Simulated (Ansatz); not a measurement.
We consider YCrO3 (Pnma, No. 62; cell taken from a computed entry), described by HSE06 (PAW; Ansatz, a quantum-chemistry and plane-wave program).

Run with plane-wave cutoff 460 eV, 4×4×4 k mesh, Fermi–Dirac smearing 0.01 eV, spin-polarised start, scalar-relativistic PAW data made under PBE.

Cell (relaxed with PBEsol):

Space group Pnma (No. 62); a = 5.5207 Å, b = 7.4862 Å, c = 5.1942 Å, α = β = γ = 90.00°

| atom | site | symmetry | x | y | z |
|---|---|---|---|---|---|
| Y | 4c | .m. | 0.0706 | 0.2500 | 0.4803 |
| Cr | 4a | -1 | 0.0000 | 0.0000 | 0.0000 |
| O | 4c | .m. | 0.0362 | 0.7500 | 0.1080 |
| O | 8d | 1 | 0.3026 | 0.0550 | 0.1919 |

### Question
What does this level give for the band gap?

### Answer

- band gap = 4.11 eV (on the SCF k mesh)

Note: the magnetic order was assumed, not searched for or taken from measurement; cell and atoms aren't relaxed at this level (pressure 2.9 GPa).

Spin–orbit coupling is not included.

It cost roughly 70 core-minutes of CPU time.
